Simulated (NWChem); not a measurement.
The numbers come from NWChem runs, not from measurements. System: C$_{2}$H$_{5}$O, charge 0, spin multiplicity 2, at a geometry optimised with UB3LYP/def2-SVP. The structure started from a generated list of species. Its SCF solution wasn't tested for a lower state. Level: UMP2/def2-TZVP, 3 core orbitals frozen.

Job file:

```
start mol
memory heap 200 mb stack 900 mb global 1100 mb
geometry units angstroms nocenter noautoz noautosym
  C     -0.245354    -1.178525    -0.042974
  C     -0.374053     0.343290    -0.025048
  O      0.785725     1.038357     0.097040
  H     -1.224810    -1.657429    -0.204588
  H      0.438458    -1.497691    -0.844852
  H      0.160221    -1.540963     0.914864
  H     -1.106804     0.689559     0.743865
  H     -0.836418     0.711075    -0.977481
end
basis spherical
  * library def2-tzvp
end
scf
  uhf
  nopen 1
  maxiter 100
  thresh 1e-7
  semidirect memsize 60000000 filesize 0
  # guess.movecs holds the orbitals of an unrestricted PBE0 run
  vectors input guess.movecs output mol.movecs
end
mp2
  freeze core 3
end
task mp2 energy
```

Output (cleaned and shortened):

```
             Northwest Computational Chemistry Package (NWChem) 7.3.0
             --------------------------------------------------------

                                NWChem Input Module
                                -------------------

 Scaling coordinates for geometry "geometry" by  1.889725989
 (inverse scale =  0.529177249)

                             Geometry "geometry" -> ""
                             -------------------------

 Output coordinates in angstroms (scale by  1.889725989 to convert to a.u.)

  No.       Tag          Charge          X              Y              Z
 ---- ---------------- ---------- -------------- -------------- --------------
    1 C                    6.0000    -0.24535400    -1.17852500    -0.04297400
    2 C                    6.0000    -0.37405300     0.34329000    -0.02504800
    3 O                    8.0000     0.78572500     1.03835700     0.09704000
    4 H                    1.0000    -1.22481000    -1.65742900    -0.20458800
    5 H                    1.0000     0.43845800    -1.49769100    -0.84485200
    6 H                    1.0000     0.16022100    -1.54096300     0.91486400
    7 H                    1.0000    -1.10680400     0.68955900     0.74386500
    8 H                    1.0000    -0.83641800     0.71107500    -0.97748100

 Effective nuclear repulsion energy (a.u.)      74.0722085003

            Nuclear Dipole moment (a.u.)
            ----------------------------
        X                 Y               Z
 ---------------- ---------------- ----------------
     0.0000094486    -0.0000056692    -0.0000075589


 Summary of "ao basis" -> "" (spherical)
 ------------------------------------------------------------------------------
       Tag                 Description            Shells   Functions and Types
 ---------------- ------------------------------  ------  ---------------------
 *                         def2-tzvp                  on all atoms

 Summary of "ao basis" -> "ao basis" (spherical)
 ------------------------------------------------------------------------------
       Tag                 Description            Shells   Functions and Types
 ---------------- ------------------------------  ------  ---------------------
 C                         def2-tzvp                11       31   5s3p2d1f
 O                         def2-tzvp                11       31   5s3p2d1f
 H                         def2-tzvp                 4        6   3s1p

                                 NWChem SCF Module
                                 -----------------

  ao basis        = "ao basis"
  functions       =   123
  atoms           =     8
  alpha electrons =    13
  beta  electrons =    12
  charge          =   0.00
  wavefunction    = UHF
  use symmetry    = F
  symmetry adapt  = F

 Summary of "ao basis" -> "ao basis" (spherical)
 ------------------------------------------------------------------------------
       Tag                 Description            Shells   Functions and Types
 ---------------- ------------------------------  ------  ---------------------
 C                         def2-tzvp                11       31   5s3p2d1f
 O                         def2-tzvp                11       31   5s3p2d1f
 H                         def2-tzvp                 4        6   3s1p

 Forming initial guess at       0.1s

 Starting SCF solution at       0.1s

 ----------------------------------------------
         Quadratically convergent UHF

 Convergence threshold     :          1.000E-07
[...]
    1 C    6     3.13   0.43  0.56  0.24  0.34  0.02  0.62  0.70  0.18  0.01  0.03  0.00
    2 C    6     3.06   0.43  0.56  0.25  0.32  0.05  0.62  0.65  0.12  0.02  0.05  0.00
    3 O    8     3.64   0.40  0.59  0.29  0.48  0.18  0.67  0.73  0.29  0.00  0.01  0.00
    4 H    1     0.45   0.13  0.25  0.06  0.01
    5 H    1     0.45   0.13  0.25  0.06  0.01
    6 H    1     0.45   0.13  0.25  0.06  0.01
    7 H    1     0.42   0.13  0.23  0.05  0.01
    8 H    1     0.40   0.12  0.22  0.05  0.01

   Mulliken analysis of the spin density
   -------------------------------------

    Atom       Charge   Shell Charges
 -----------   ------   -------------------------------------------------------
    1 C    6     0.01  -0.00 -0.00 -0.00  0.00  0.00  0.00  0.00  0.00 -0.00 -0.00 -0.00
    2 C    6    -0.14  -0.00  0.00 -0.01 -0.01 -0.01 -0.04 -0.06 -0.03  0.00  0.01  0.00
    3 O    8     0.99   0.00 -0.00  0.02  0.03 -0.02  0.45  0.43  0.09 -0.00 -0.00 -0.00
    4 H    1    -0.00  -0.00 -0.00 -0.00  0.00
    5 H    1    -0.00  -0.00 -0.00 -0.00  0.00
    6 H    1     0.00  -0.00 -0.00  0.00 -0.00
    7 H    1     0.05   0.01  0.03  0.01 -0.00
    8 H    1     0.10   0.02  0.06  0.02 -0.00

       Multipole analysis of the density wrt the origin
       ------------------------------------------------

     L   x y z        total         alpha         beta         nuclear
     -   - - -        -----         -----         ----         -------
     0   0 0 0      0.000000    -13.000000    -12.000000     25.000000

     1   1 0 0     -0.627538     -0.920922      0.293375      0.000009
     1   0 1 0     -0.393049     -1.162914      0.769870     -0.000006
     1   0 0 1     -0.086793     -0.094880      0.008095     -0.000008

     2   2 0 0    -15.059364    -26.369457    -23.623064     34.933156
     2   1 1 0     -1.167429    -14.788864    -12.304104     25.925538
     2   1 0 1     -0.030215     -1.571480     -1.138649      2.679914
     2   0 2 0    -15.607737    -56.214851    -52.283170     92.890285
     2   0 1 1     -0.280893     -2.105758     -1.999399      3.824263
     2   0 0 2    -13.565312    -13.182645    -11.780042     11.397375

                   NWChem MP2 Semi-direct Energy/Gradient Module
                   ---------------------------------------------

  Basis functions       =    123
  Molecular orbitals    =    123
  Frozen core           =      3
  Frozen virtuals       =      0
  Active alpha occupied =     10
  Active beta occupied  =      9
  Active alpha virtual  =    110
  Active beta virtual   =    111
  Use MO symmetry       = F
  Use skeleton AO sym   = F

  AO/Fock/Back tols     =   1.0D-09  1.0D-09  1.0D-09

 GA uses MA = F    GA memory limited = T

 Available:
  local mem=  1.26D+08
 global mem=  1.44D+08
 local disk=  0.00D+00
  mp2_memr nvloc                   110
  nvloc new                   110
   1 passes of  10:        5242880                      85841                  28363915.
   1 passes of  10: M    126151805           G      144148942           F     120908925.

 Semi-direct pass number   1 of   1  for UHF alpha       at       40.6s
  vrange nnbf                  7577
  mp2_eaftype                   108  avail_ma_in_mb                  1099
 EAF : mp2_eaftype filesize         108   14181958.
  mp2_eaf for mointskh                    108
Node 0 wrote     66.7 Mb in      0.0 s     Agg I/O rate:  1556.3 Mb/s
 Done moints_semi at       47.3s
  mp2_eaftype                   108  avail_ma_in_mb                   991
 EAF : mp2_eaftype filesize         108   14181958.
  mp2_eaf for kh                   108
 Done maket at       47.7s
 Done multipass loop at       47.7s

 GA uses MA = F    GA memory limited = T

 Available:
  local mem=  1.26D+08
 global mem=  1.44D+08
 local disk=  0.00D+00
  mp2_memr nvloc                   111
  nvloc new                   111
   1 passes of   9:        5242880                      80793                  25761973.
   1 passes of   9: M    126151805           G      144148942           F     120908925.

 Semi-direct pass number   1 of   1  for UHF beta        at       47.8s
  vrange nnbf                  7577
  mp2_eaftype                    98  avail_ma_in_mb                  1099
 EAF : mp2_eaftype filesize          98   12880987.
  mp2_eaf for mointskh                     98
Node 0 wrote     60.6 Mb in      0.1 s     Agg I/O rate:   690.1 Mb/s
 Done moints_semi at       54.4s
  mp2_eaftype                    98  avail_ma_in_mb                  1001
 EAF : mp2_eaftype filesize          98   12880987.
  mp2_eaf for kh                    98
 Done maket at       54.8s
 Done multipass loop at       54.8s

          -------------------------------------------
          SCF energy                -153.521359799618
          Correlation energy          -0.526721306542
          Singlet pairs                0.000000000000
          Triplet pairs                0.000000000000
          Total MP2 energy          -154.048081106161
          -------------------------------------------

          ---------------------------------------------------
                    Spin Component Scaled (SCS) MP2
          Same spin pairs                     -0.120607534479
          Same spin scaling factor             0.333333333333
          Opposite spin pairs                 -0.406113772063
          Opposite spin scaling fact.          1.200000000000
          SCS-MP2 correlation energy          -0.527539037969
          Total SCS-MP2 energy              -154.048898837587
          ---------------------------------------------------

 -----------------------
 Performance information
 -----------------------

 Timer overhead =  1.37D-07 seconds/call

               Nr. of calls         CPU time (s)                 Wall time (s)                GFlops
             ---------------    -------------------     ------------------------------   -------------------
Name         Min   Avg   Max    Min     Avg     Max     Min     Avg     Max   Mx/calls   Min     Max     Sum
mp2: moin     2     2     2    13.     13.     13.      13.     13.     13.     6.6      0.0     0.0     0.0
mp2: make     2     2     2   0.89    0.89    0.89     0.89    0.89    0.89    0.44      0.0     0.0     0.0
mp2: tota     1     1     1    14.     14.     14.      14.     14.     14.     14.      0.0     0.0     0.0

 The average no. of pstat calls per process was 5.00D+00
 with a timing overhead of 6.84D-07s

 Task  times  cpu:       54.8s     wall:       54.8s

 Total times  cpu:       54.8s     wall:       54.8s
```
